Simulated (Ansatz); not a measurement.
# AlPNH (singlet): the correlation ladder, cc-pVDZ

The task here is to estimate one member of a computed series from the others.

Computed with Ansatz 0.2.0, Gaussian basis. Level: cc-pVDZ, core rule «outside noble gas», up to 11 orbitals frozen.

The runs, in order: UHF; CCSD(T) on RHF; CCSD(T) on UHF; BCCD(T) on RHF; CISD; CCSDT(Q) on RHF; CCSDT(Q) on UHF.

25 further runs of the same task are left out: 5 for a known fault of the program, 7 that didn't finish, 13 set aside as unsound or not needed.

### The system

The geometry is a PBE0/def2-TZVP stationary point (not a proven minimum) of the parent state, kept for this charge and spin.

4 atoms, charge 0, spin multiplicity 1.

Atoms are counted from 1 here; the program's logs count them from 0.

Bond lengths: Al1–N3 1.841 Å, P2–N3 1.689 Å, N3–H4 1.016 Å. Angles: Al1–N3–P2 119.9°, Al1–N3–H4 124.3°, P2–N3–H4 115.8°.

Coordinates:

```xyz
4

Al    0.0000    0.1944    1.6318
P     0.0000    0.1961   -1.4254
N     0.0000   -0.6861    0.0149
H     0.0000   -1.6967   -0.0856
```

Set-up of the first run:

The input, in.yaml:

```yaml
crystal:
  periodic: [false, false, false]
  atoms:
    - {symbol: Al, position_ang: [0.000000, 0.194411, 1.631818]}
    - {symbol: P, position_ang: [0.000000, 0.196128, -1.425444]}
    - {symbol: N, position_ang: [0.000000, -0.686115, 0.014898]}
    - {symbol: H, position_ang: [0.000000, -1.696652, -0.085591]}
basis:
  gaussian: {orbitals: cc-pVDZ}
magnetization: {spin_polarized: true, initial_magnetization: 0}
hamiltonian: {xc: hf}
output: {orbitals: {seedname: orbitals}}
```

Started as:

```
$ ansatz run in.yaml --threads 1 --pin off --events-out ev --progress --plain --max-ram 2393MiB
```

Steps of the session up to this table: UHF; CCSD(T) on RHF; CCSD(T) on UHF; BCCD(T) on RHF; CISD; CCSDT(Q) on RHF; CCSDT(Q) on UHF.

One table of the session follows, with a row left open; its other results are not shown here.

```
   method  from RCCSDT(Q) (kJ/mol)
      RHF                   +954.6
      UHF                   +898.4
     RMP2                   +130.7
     UMP2                   +128.9
     CISD                   +153.7
    RCCSD                    +42.9
    UCCSD                    +33.1
 RCCSD(T)                     +7.3
 UCCSD(T)                     +1.5
  BCCD(T)                     +6.8
   RCCSDT                        ?
   UCCSDT                     -6.9
RCCSDT(Q)                        0
UCCSDT(Q)                    -13.0
```

Q: Estimate the row for RCCSDT from the others.

**Answer.** from RCCSDT(Q) (kJ/mol): +4.2. In the column «from RCCSDT(Q) (kJ/mol)» it lies between UCCSD(T) (+1.5) and BCCD(T) (+6.8).

The program flags UCCSD(T), UCCSDT(Q) as in doubt (see the logs), so those rows may rest on another solution; read them beside their warnings.

Limits of these values: The determinant is far from a pure spin state, so its energy mixes those of several spin states (harmless only where they are near-degenerate, as at dissociation). The program flags UCCSD(T), UCCSDT(Q) as in doubt, so those rows may rest on another solution; read them beside their warnings. Warnings: restricted reference is unstable; spin contamination; large T1 diagnostic. Restricted and unrestricted rows rest on different reference determinants; where their highest levels disagree by more than a few hundredths of an eV, they describe different states and don't form one ladder.
